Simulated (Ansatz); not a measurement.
# C₃H₄O: up Jacob's ladder to CCSD(T)

The task here is to estimate one member of a computed series from the others.

Method: functionals in def2-TZVPP, the program's frozen cores in correlated methods; program: Ansatz 0.2.0, Gaussian basis.

Plan: LDA (SPW92), PBE-D4, revPBE-D4, BLYP-D4, r2SCAN-D4, B97M-V, PBE0-D4, B3LYP-D4, r2SCANh-D4, r2SCAN0-D4, HSE06-D4, BHLYP-D4, CAM-B3LYP-D4, LC-ωPBE, ωB97X-V, ωB97M-V, B2PLYP, PBE-QIDH; CCSD(T)/def2-SVP; CCSD(T)/def2-TZVPP; CCSD(T)/def2-QZVPP; extrapolation to the limit; RPA on PBE.

**Structure used throughout**

All runs share one geometry, relaxed beforehand with PBE0-D4 in a triple-zeta def2 set.

SMILES `C#CCO`, 8 atoms, charge 0, spin multiplicity 1.

Atoms are counted from 1 here; the program's logs count them from 0.

Bond lengths: C1–C2 1.200 Å, C1–H5 1.064 Å, C2–C3 1.458 Å, C3–O4 1.410 Å, C3–H6 1.099 Å, C3–H7 1.093 Å, O4–H8 0.961 Å. Angles: C2–C1–H5 179.3°, C1–C2–C3 178.1°, C2–C3–O4 113.4°, C2–C3–H6 108.8°, C2–C3–H7 109.6°, O4–C3–H6 111.4°, O4–C3–H7 106.3°, H6–C3–H7 107.1°, C3–O4–H8 108.1°.

As a file:

```
C    -0.6234    1.3790   -1.0928
C    -0.1002    0.6202   -0.3240
C     0.5279   -0.3372    0.5788
O    -0.2711   -1.4702    0.8375
H    -1.0900    2.0599   -1.7650
H     1.5068   -0.6213    0.1684
H     0.7107    0.1367    1.5465
H    -0.5687   -1.8241   -0.0050
```

Set-up of the first run:

The input, in.yaml:

```yaml
crystal:
  periodic: [false, false, false]
  atoms:
    - {symbol: C, position_ang: [-0.623358, 1.379016, -1.092795]}
    - {symbol: C, position_ang: [-0.100172, 0.620157, -0.323987]}
    - {symbol: C, position_ang: [0.527887, -0.337174, 0.578770]}
    - {symbol: O, position_ang: [-0.271060, -1.470218, 0.837453]}
    - {symbol: H, position_ang: [-1.089964, 2.059861, -1.764962]}
    - {symbol: H, position_ang: [1.506844, -0.621252, 0.168372]}
    - {symbol: H, position_ang: [0.710655, 0.136670, 1.546497]}
    - {symbol: H, position_ang: [-0.568733, -1.824060, -0.005048]}
basis:
  gaussian: {orbitals: def2-TZVPP}
hamiltonian: {xc: lda}
output: {orbitals: {seedname: orbitals}}
```

Run with:

```bash
$ ansatz run in.yaml --threads 2 --pin off --events-out ev --progress --plain --max-ram 20480MiB --backend cpu
```

Steps of the session up to this table: LDA; PBE-D4 (GGA); revPBE-D4 (GGA); BLYP-D4 (GGA); r2SCAN-D4 (meta-GGA); B97M-V (meta-GGA); PBE0-D4 (hybrid); B3LYP-D4 (hybrid); r2SCANh-D4 (hybrid); r2SCAN0-D4 (hybrid); HSE06-D4 (hybrid); BHLYP-D4 (hybrid); CAM-B3LYP-D4 (range-separated); LC-ωPBE (range-separated); ωB97X-V (range-separated); ωB97M-V (range-separated); B2PLYP (double hybrid); PBE-QIDH (double hybrid).

One of the session's tables, all rows but one given; the rest of the session is left out.

It belongs to the step «Frontier levels by functional». 

| functional | HOMO (eV) | gap (eV) |
| --- | --- | --- |
| LDA (SPW92) | -6.62 | 5.71 |
| PBE-D4 | -6.48 | 5.81 |
| revPBE-D4 | -6.43 | 5.85 |
| BLYP-D4 | -6.39 | 5.80 |
| r2SCAN-D4 | -6.78 | 6.47 |
| B97M-V | -6.83 | 6.52 |
| PBE0-D4 | -7.89 | 8.23 |
| B3LYP-D4 | ? | ? |
| r2SCANh-D4 | -7.31 | 7.35 |
| r2SCAN0-D4 | -8.06 | 8.63 |
| HSE06-D4 | -7.49 | 7.44 |
| BHLYP-D4 | -9.07 | 10.34 |
| CAM-B3LYP-D4 | -9.31 | 10.64 |
| LC-ωPBE | -10.70 | 13.33 |
| ωB97X-V | -10.31 | 12.79 |
| ωB97M-V | -10.19 | 12.38 |

**Question.** Estimate the row for B3LYP-D4.

Worked estimate for «HOMO (eV)». Against the share of exact exchange, BLYP-D4 (0, -6.39), BHLYP-D4 (0.5, -9.07) give a slope of -5.36 per unit share; at 0.2 the line stands at -7.46.

The run gave: HOMO (eV): -7.67; gap (eV): 7.71. In «HOMO (eV)» the line misses by +0.21.
